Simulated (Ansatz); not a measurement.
Input file:

```yaml
crystal:
  periodic: [false, false, false]
  atoms:
    - {symbol: F, position_ang: [0.000000, 0.000000, 0.000000]}
    - {symbol: As, position_ang: [0.000000, 0.000000, 2.227400]}
basis:
  gaussian: {orbitals: aug-cc-pVDZ}
total_charge: -1
magnetization: {spin_polarized: true, initial_magnetization: 1}
hamiltonian: {xc: {name: wB97M-V}}
output: {forces: true, orbitals: {seedname: orbitals}}
```

```sh
$ ansatz run in.yaml --threads 1 --pin off --events-out ev --progress --plain --max-ram 2393MiB
```

(1) Roughly how long does this take on 1 thread of Arm Neoverse V2, shared host, and how much host memory?

```
  # Of w^i u^j: cxij and so on, Table III.
  gx(w, u) = 1 - cx + cx01*u + cx10*w
  gss(w, u) = css00 + css04*u^4 + css10*w + css20*w^2 + css43*w^4*u^3
  gos(w, u) = cos00 + cos10*w + (cos20 + cos21*u)*w^2 + (cos60 + cos61*u)*w^6
      + integral(e_c_pw_mod_opposite_spin*gos(b97_w_opposite, b97_u_opposite)) + vv10(b, c)
635 factors; integrals over basis functions are off by at most 8.2e-4 eV
184 factors; integrals over basis functions are off by at most 4.0e-5 eV
mean field evaluation 1: about -63546.3988 eV, gradient 4.3e1 eV
mean field evaluation 2: about -63543.4133 eV, gradient 5.7e1 eV
mean field evaluation 4: about -63553.5411 eV, gradient 1.0e0 eV
mean field evaluation 8: about -63553.5715 eV, gradient 6.7e-2 eV
mean field evaluation 16: about -63553.5717 eV, gradient 9.1e-5 eV
mean field evaluation 32: about -63553.5717 eV, gradient 3.6e-6 eV
mean field -63553.57172551 eV, -2335.5506827545 hartree, gradient 3.6e-6 eV, S^2 0.753173; 2 other end points of the search recorded, 0 dependent functions left out
the calculation of the forces begins
reference -63553.57176375 eV, -2335.5506841598 hartree; 22, 21 occupied and 37, 38 virtual orbitals, 635 factors
Total energy: -63553.57176375 eV, -2335.5506841598 hartree
Atom 0 at     0.000000     0.000000     0.000000 Å, force     0.000000    -0.000000     2.331115 eV/Å
Atom 1 at     0.000000     0.000000     2.227400 Å, force     0.000000     0.000000    -2.331115 eV/Å
Dipole moment:     0.000000     0.000000     0.606518 e Å
```

Forces (eV/Å):
```
F    0.000  0.000  2.331
As   0.000  0.000 -2.331
```

Results:

(1) 13 s wall and 0.23 GiB.
